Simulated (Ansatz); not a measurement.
System: antifluorite Mg2Ge. Method: revPBE in Ansatz (PAW).

Run with plane-wave cutoff 520 eV, 20×20×20 k mesh, scalar-relativistic PAW data made under PBE.

Computed at the level's own relaxed cell.

Elastic tensor (GPa, Voigt notation, ions relaxed):

```
  103.8    19.0    19.0     0.0     0.0     0.0
   19.0   103.8    19.0     0.0     0.0     0.0
   19.0    19.0   103.8     0.0     0.0     0.0
    0.0     0.0     0.0    40.0     0.0     0.0
    0.0     0.0     0.0     0.0    40.0     0.0
    0.0     0.0     0.0     0.0     0.0    40.0
```

Worked from these constants: the tetragonal shear constant is C′ = (C11 − C12)/2 = 42.4 GPa against C44 = 40.0 GPa, so the C44 shear is the softer. The Zener ratio C44/C′ is 0.94 (1 for an isotropic solid), and the Cauchy pressure C12 − C44 is -21.0 GPa. With C11 + 2C12 = 141.8 GPa all three Born conditions hold; they don't test modes at the zone boundary.

Ansatz is a quantum-chemistry and plane-wave program.
